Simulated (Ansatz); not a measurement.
# Cl2 (singlet): wB97M-V, B2PLYP, PBE-QIDH, RPA-PBE over a series of basis sets, part 2 of 2

Ansatz 0.2.0, Gaussian basis; all electrons in the functionals, frozen cores in the correlation of double hybrids and RPA. Earlier steps stand in the parts before.

### Step 17. PBE-QIDH, cc-pV(D+d)Z

File in.yaml:

```yaml
crystal:
  periodic: [false, false, false]
  atoms:
    - {symbol: Cl, position_ang: [0.000000, 0.000000, 0.000000]}
    - {symbol: Cl, position_ang: [0.000000, 0.000000, 2.015082]}
basis:
  gaussian: {orbitals: "cc-pV(D+d)Z.json"}
hamiltonian: {xc: {name: PBE-QIDH}}
correlation: {electrons: outside_noble_gas}
```

Started as:

```
ansatz run in.yaml --threads 1 --pin off --events-out ev --progress --plain --max-ram 4096MiB --backend cpu
```

Output (excerpt; [...] marks lines left out):

```text
Functional definition: PBE-QIDH
  name "PBE-QIDH"
  cite "Brémond, Sancho-García, Pérez-Jiménez & Adamo, J. Chem. Phys. 141, 031101 (2014) doi:10.1063/1.4890314"
  cite "Perdew, Burke & Ernzerhof, Phys. Rev. Lett. 77, 3865 (1996) doi:10.1103/PhysRevLett.77.3865"
[...]
478 factors; integrals over basis functions are off by at most 1.3e-3 eV
[...]
mean field -25027.84091913 eV, -919.7561892982 hartree, gradient 5.9e-6 eV, S^2 0.000000; 0 other end points of the search recorded, 0 dependent functions left out
10 core orbitals not correlated: weight in the atoms' cores, before any rotation towards them, 1.000 or more for the frozen orbitals, at most 0.000 for the correlated occupied ones
reference -25027.84092474 eV, -919.7561895042 hartree; 7, 7 occupied and 29, 29 virtual orbitals, 478 factors
second order -8.58856542 eV of doubles, -0.00000000 eV of singles
Total energy: -25030.70377988 eV, -919.8613974901 hartree
```

Wall time 1.1 s (1 thread of AMD EPYC 7R13, shared host).

### Step 18. PBE-QIDH, cc-pV(T+d)Z

in.yaml, as its differences from that of step 17:

```diff
@@ -6,3 +6,3 @@
 basis:
-  gaussian: {orbitals: "cc-pV(D+d)Z.json"}
+  gaussian: {orbitals: "cc-pV(T+d)Z.json"}
 hamiltonian: {xc: {name: PBE-QIDH}}
```

The command is unchanged.

Output (excerpt; [...] marks lines left out):

```text
Functional definition: PBE-QIDH
  name "PBE-QIDH"
  cite "Brémond, Sancho-García, Pérez-Jiménez & Adamo, J. Chem. Phys. 141, 031101 (2014) doi:10.1063/1.4890314"
  cite "Perdew, Burke & Ernzerhof, Phys. Rev. Lett. 77, 3865 (1996) doi:10.1103/PhysRevLett.77.3865"
[...]
475 factors; integrals over basis functions are off by at most 6.8e-4 eV
[...]
mean field -25028.81964550 eV, -919.7921568288 hartree, gradient 6.1e-6 eV, S^2 0.000000; 0 other end points of the search recorded, 0 dependent functions left out
10 core orbitals not correlated: weight in the atoms' cores, before any rotation towards them, 1.000 or more for the frozen orbitals, at most 0.000 for the correlated occupied ones
reference -25028.81965339 eV, -919.7921571186 hartree; 7, 7 occupied and 61, 61 virtual orbitals, 475 factors
second order -11.70823157 eV of doubles, -0.00000000 eV of singles
Total energy: -25032.72239724 eV, -919.9355803100 hartree
```

It took 1.3 s on 1 thread of AMD EPYC 7R13, shared host.

### Step 19. PBE-QIDH, cc-pV(Q+d)Z

in.yaml, as its differences from that of step 18:

```diff
@@ -6,3 +6,3 @@
 basis:
-  gaussian: {orbitals: "cc-pV(T+d)Z.json"}
+  gaussian: {orbitals: "cc-pV(Q+d)Z.json"}
 hamiltonian: {xc: {name: PBE-QIDH}}
```

The command is unchanged.

Output (excerpt; [...] marks lines left out):

```text
Functional definition: PBE-QIDH
  name "PBE-QIDH"
  cite "Brémond, Sancho-García, Pérez-Jiménez & Adamo, J. Chem. Phys. 141, 031101 (2014) doi:10.1063/1.4890314"
  cite "Perdew, Burke & Ernzerhof, Phys. Rev. Lett. 77, 3865 (1996) doi:10.1103/PhysRevLett.77.3865"
[...]
783 factors; integrals over basis functions are off by at most 8.3e-4 eV
[...]
mean field -25029.02633965 eV, -919.7997526988 hartree, gradient 1.1e-6 eV, S^2 0.000000; 0 other end points of the search recorded, 0 dependent functions left out
10 core orbitals not correlated: weight in the atoms' cores, before any rotation towards them, 1.000 or more for the frozen orbitals, at most 0.000 for the correlated occupied ones
reference -25029.02634766 eV, -919.7997529930 hartree; 7, 7 occupied and 111, 111 virtual orbitals, 783 factors
second order -12.85011578 eV of doubles, -0.00000000 eV of singles
Total energy: -25033.30971958 eV, -919.9571640079 hartree
```

It took 2.8 s on 1 thread of AMD EPYC 7R13, shared host.

### Step 20. RPA-PBE, STO-3G

File in.yaml:

```yaml
crystal:
  periodic: [false, false, false]
  atoms:
    - {symbol: Cl, position_ang: [0.000000, 0.000000, 0.000000]}
    - {symbol: Cl, position_ang: [0.000000, 0.000000, 2.015082]}
basis:
  gaussian: {orbitals: STO-3G}
hamiltonian: {xc: {name: PBE}}
correlation: {method: rpa, electrons: outside_noble_gas}
```

Launched as before.

Output:

```text
Functional definition: PBE
  name "PBE"
  cite "Perdew, Burke & Ernzerhof, Phys. Rev. Lett. 77, 3865 (1996) doi:10.1103/PhysRevLett.77.3865"
  parent pbe
  parameter kappa = 0.804
  parameter beta = 0.06672455060314922
  exchange = pbe_x(kappa = kappa, mu = beta*pi^2/3)
  correlation = pbe_c(beta = beta)
188 factors; integrals over basis functions are off by at most 1.0e-5 eV
mean field evaluation 1: about -24760.2600 eV, gradient 3.5e0 eV
mean field evaluation 2: about -24760.2586 eV, gradient 3.5e0 eV
mean field evaluation 4: about -24760.3340 eV, gradient 1.1e-3 eV
mean field evaluation 8: about -24760.3339 eV, gradient 5.4e-8 eV
mean field -24760.33391707 eV, -909.9254882951 hartree, gradient 3.4e-6 eV, S^2 0.000000; 0 other end points of the search recorded, 0 dependent functions left out
10 core orbitals not correlated: weight in the atoms' cores, before any rotation towards them, 1.000 or more for the frozen orbitals, at most 0.000 for the correlated occupied ones
reference -24738.19239126 eV, -909.1118022296 hartree; 7, 7 occupied and 1, 1 virtual orbitals, 188 factors
Total energy: -24739.69704295 eV, -909.1670971596 hartree
```

Run time: 0.27 s. Hardware: 1 thread of AMD EPYC 7R13, shared host.

### Step 21. RPA-PBE, 6-31G

in.yaml, as its differences from that of step 20:

```diff
@@ -6,3 +6,3 @@
 basis:
-  gaussian: {orbitals: STO-3G}
+  gaussian: {orbitals: 6-31G}
 hamiltonian: {xc: {name: PBE}}
```

The command is unchanged.

Output:

```text
Functional definition: PBE
  name "PBE"
  cite "Perdew, Burke & Ernzerhof, Phys. Rev. Lett. 77, 3865 (1996) doi:10.1103/PhysRevLett.77.3865"
  parent pbe
  parameter kappa = 0.804
  parameter beta = 0.06672455060314922
  exchange = pbe_x(kappa = kappa, mu = beta*pi^2/3)
  correlation = pbe_c(beta = beta)
285 factors; integrals over basis functions are off by at most 1.6e-4 eV
mean field evaluation 1: about -25031.6788 eV, gradient 5.1e0 eV
mean field evaluation 2: about -25031.6765 eV, gradient 5.1e0 eV
mean field evaluation 4: about -25031.7907 eV, gradient 3.2e-1 eV
mean field evaluation 8: about -25031.7912 eV, gradient 1.0e-3 eV
mean field -25031.79123988 eV, -919.9013609081 hartree, gradient 9.3e-7 eV, S^2 0.000000; 0 other end points of the search recorded, 0 dependent functions left out
10 core orbitals not correlated: weight in the atoms' cores, before any rotation towards them, 1.000 or more for the frozen orbitals, at most 0.000 for the correlated occupied ones
reference -25003.36499776 eV, -918.8567157780 hartree; 7, 7 occupied and 9, 9 virtual orbitals, 285 factors
Total energy: -25007.51836283 eV, -919.0093491294 hartree
```

Run time: 0.49 s. Hardware: 1 thread of AMD EPYC 7R13, shared host.

### Step 22. RPA-PBE, 6-31G*

in.yaml, as its differences from that of step 21:

```diff
@@ -6,3 +6,3 @@
 basis:
-  gaussian: {orbitals: 6-31G}
+  gaussian: {orbitals: "6-31G*"}
 hamiltonian: {xc: {name: PBE}}
```

The command is unchanged.

Output:

```text
Functional definition: PBE
  name "PBE"
  cite "Perdew, Burke & Ernzerhof, Phys. Rev. Lett. 77, 3865 (1996) doi:10.1103/PhysRevLett.77.3865"
  parent pbe
  parameter kappa = 0.804
  parameter beta = 0.06672455060314922
  exchange = pbe_x(kappa = kappa, mu = beta*pi^2/3)
  correlation = pbe_c(beta = beta)
335 factors; integrals over basis functions are off by at most 3.4e-4 eV
mean field evaluation 1: about -25032.8903 eV, gradient 7.1e0 eV
mean field evaluation 2: about -25032.8863 eV, gradient 7.1e0 eV
mean field evaluation 4: about -25033.0166 eV, gradient 8.1e-1 eV
mean field evaluation 8: about -25033.0185 eV, gradient 8.7e-4 eV
mean field -25033.01849025 eV, -919.9464615274 hartree, gradient 6.7e-7 eV, S^2 0.000000; 0 other end points of the search recorded, 0 dependent functions left out
10 core orbitals not correlated: weight in the atoms' cores, before any rotation towards them, 1.000 or more for the frozen orbitals, at most 0.000 for the correlated occupied ones
reference -25004.48932600 eV, -918.8980340789 hartree; 7, 7 occupied and 21, 21 virtual orbitals, 335 factors
Total energy: -25016.02696469 eV, -919.3220344801 hartree
```

Run time: 0.55 s. Hardware: 1 thread of AMD EPYC 7R13, shared host.

### Step 23. RPA-PBE, cc-pV(D+d)Z

in.yaml, as its differences from that of step 22:

```diff
@@ -6,3 +6,3 @@
 basis:
-  gaussian: {orbitals: "6-31G*"}
+  gaussian: {orbitals: "cc-pV(D+d)Z.json"}
 hamiltonian: {xc: {name: PBE}}
```

Launched as before.

Output:

```text
Functional definition: PBE
  name "PBE"
  cite "Perdew, Burke & Ernzerhof, Phys. Rev. Lett. 77, 3865 (1996) doi:10.1103/PhysRevLett.77.3865"
  parent pbe
  parameter kappa = 0.804
  parameter beta = 0.06672455060314922
  exchange = pbe_x(kappa = kappa, mu = beta*pi^2/3)
  correlation = pbe_c(beta = beta)
478 factors; integrals over basis functions are off by at most 1.3e-3 eV
mean field evaluation 1: about -25034.2777 eV, gradient 7.7e0 eV
mean field evaluation 2: about -25034.2763 eV, gradient 7.7e0 eV
mean field evaluation 4: about -25034.3944 eV, gradient 1.3e0 eV
mean field evaluation 8: about -25034.3972 eV, gradient 6.0e-3 eV
mean field -25034.39715841 eV, -919.9971266479 hartree, gradient 4.7e-6 eV, S^2 0.000000; 0 other end points of the search recorded, 0 dependent functions left out
10 core orbitals not correlated: weight in the atoms' cores, before any rotation towards them, 1.000 or more for the frozen orbitals, at most 0.000 for the correlated occupied ones
reference -25005.91574558 eV, -918.9504540315 hartree; 7, 7 occupied and 29, 29 virtual orbitals, 478 factors
Total energy: -25018.17692867 eV, -919.4010441993 hartree
```

It took 0.7 s on 1 thread of AMD EPYC 7R13, shared host.

### Step 24. RPA-PBE, cc-pV(T+d)Z

in.yaml, as its differences from that of step 23:

```diff
@@ -6,3 +6,3 @@
 basis:
-  gaussian: {orbitals: "cc-pV(D+d)Z.json"}
+  gaussian: {orbitals: "cc-pV(T+d)Z.json"}
 hamiltonian: {xc: {name: PBE}}
```

Launched as before.

Output:

```text
Functional definition: PBE
  name "PBE"
  cite "Perdew, Burke & Ernzerhof, Phys. Rev. Lett. 77, 3865 (1996) doi:10.1103/PhysRevLett.77.3865"
  parent pbe
  parameter kappa = 0.804
  parameter beta = 0.06672455060314922
  exchange = pbe_x(kappa = kappa, mu = beta*pi^2/3)
  correlation = pbe_c(beta = beta)
475 factors; integrals over basis functions are off by at most 6.8e-4 eV
mean field evaluation 1: about -25035.3115 eV, gradient 8.2e0 eV
mean field evaluation 2: about -25035.3074 eV, gradient 8.2e0 eV
mean field evaluation 4: about -25035.4363 eV, gradient 9.5e-1 eV
mean field evaluation 8: about -25035.4374 eV, gradient 2.2e-3 eV
mean field -25035.43744217 eV, -920.0353563709 hartree, gradient 1.1e-6 eV, S^2 0.000000; 0 other end points of the search recorded, 0 dependent functions left out
10 core orbitals not correlated: weight in the atoms' cores, before any rotation towards them, 1.000 or more for the frozen orbitals, at most 0.000 for the correlated occupied ones
reference -25006.71957361 eV, -918.9799941669 hartree; 7, 7 occupied and 61, 61 virtual orbitals, 475 factors
Total energy: -25023.84374188 eV, -919.6092957435 hartree
```

It took 0.92 s on 1 thread of AMD EPYC 7R13, shared host.

### Step 25. RPA-PBE, cc-pV(Q+d)Z

in.yaml, as its differences from that of step 24:

```diff
@@ -6,3 +6,3 @@
 basis:
-  gaussian: {orbitals: "cc-pV(T+d)Z.json"}
+  gaussian: {orbitals: "cc-pV(Q+d)Z.json"}
 hamiltonian: {xc: {name: PBE}}
```

Same command.

Output (excerpt; [...] marks lines left out):

```text
Functional definition: PBE
  name "PBE"
  cite "Perdew, Burke & Ernzerhof, Phys. Rev. Lett. 77, 3865 (1996) doi:10.1103/PhysRevLett.77.3865"
  parent pbe
[...]
783 factors; integrals over basis functions are off by at most 8.3e-4 eV
[...]
mean field -25035.66224830 eV, -920.0436178438 hartree, gradient 2.4e-7 eV, S^2 0.000000; 0 other end points of the search recorded, 0 dependent functions left out
10 core orbitals not correlated: weight in the atoms' cores, before any rotation towards them, 1.000 or more for the frozen orbitals, at most 0.000 for the correlated occupied ones
reference -25006.90094904 eV, -918.9866595911 hartree; 7, 7 occupied and 111, 111 virtual orbitals, 783 factors
Total energy: -25026.05857938 eV, -919.6906895205 hartree
```

Wall time 2.2 s (1 thread of AMD EPYC 7R13, shared host).

### Step 26. Against the wave-function levels

Atomisation energies, with free atoms from separate runs at the same level and basis (kJ/mol); wave-function rows come from earlier runs:

| level | STO-3G | 6-31G | 6-31G* | cc-pV(D+d)Z | cc-pV(T+d)Z | cc-pV(Q+d)Z |
| --- | --- | --- | --- | --- | --- | --- |
| wB97M-V |  | 119.4 |  |  | 252.3 | 253.7 |
| B2PLYP |  | 84.5 |  |  | 230.2 | 235.7 |
| PBE-QIDH |  | 77.9 |  |  | 235.3 | 241.8 |
| RPA-PBE |  | -17.7 |  |  | 183.6 | 196.4 |
| RHF | 77.2 | -53.9 | 43.7 | 56.9 | 77.1 | 78.4 |
| RCCSD(T) |  | 53.9 |  |  | 222.8 | 237.1 |
| FCI |  | 54.9 |  |  |  |  |

### Step 27. Summary of results

This closing draws on all 2 parts.

```
                                              quantity                       value
 wB97M-V: last step in basis, value in the largest set   +1.4 kJ/mol, 253.7 kJ/mol
  B2PLYP: last step in basis, value in the largest set   +5.5 kJ/mol, 235.7 kJ/mol
PBE-QIDH: last step in basis, value in the largest set   +6.5 kJ/mol, 241.8 kJ/mol
 RPA-PBE: last step in basis, value in the largest set  +12.8 kJ/mol, 196.4 kJ/mol
     RHF: last step in basis, value in the largest set    +1.3 kJ/mol, 78.4 kJ/mol
RCCSD(T): last step in basis, value in the largest set  +14.3 kJ/mol, 237.1 kJ/mol
```

In words: The last step in basis moves wB97M-V by 1.4 kJ/mol at most and RCCSD(T) by 14.3 kJ/mol: correlation converges more slowly with the basis. The value derived from measured heats of formation (G2/97 table, zero-point and thermal terms taken off) is 242.5 kJ/mol; in the largest set the misses are wB97M-V +11.3 kJ/mol, B2PLYP -6.7 kJ/mol, PBE-QIDH -0.7 kJ/mol, RPA-PBE -46.1 kJ/mol, RHF -164.0 kJ/mol, RCCSD(T) -5.4 kJ/mol. Core correlation, relativity and spin-orbit terms are not in the calculated values.
